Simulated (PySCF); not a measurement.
Stepwise substitution at one centre (Al Cl-Br). All species are isolated molecules in the gas phase. Strings in code marks are SMILES.

Computed with PBE-D3(BJ)/def2-TZVP // B3LYP-D3(BJ)/def2-TZVP run with PySCF. Excitations are Tamm–Dancoff values on a coarser integration grid. The basis has no diffuse functions, so Rydberg states are missing or too high.

```csv
species,dipole moment (D),T1 excitation (TDA) (eV),HOMO (eV),S1 excitation (TDA) (eV)
0 of 3 Cl replaced by Br (`[Cl][Al]([Cl])[Cl]`),0.00,5.66,___,5.90
1 of 3 Cl replaced by Br (`[Cl][Al]([Cl])[Br]`),0.18,5.24,-7.64,___
2 of 3 Cl replaced by Br,0.18,5.00,___,5.25
3 of 3 Cl replaced by Br,___,4.80,-7.36,5.04
```

Problem. What belongs in the gaps?

Solution. 
- 0 of 3 Cl replaced by Br (`[Cl][Al]([Cl])[Cl]`), HOMO (eV): -7.96
- 1 of 3 Cl replaced by Br (`[Cl][Al]([Cl])[Br]`), S1 excitation (TDA) (eV): 5.50
- 2 of 3 Cl replaced by Br, HOMO (eV): -7.48
- 3 of 3 Cl replaced by Br, dipole moment (D): 0.00
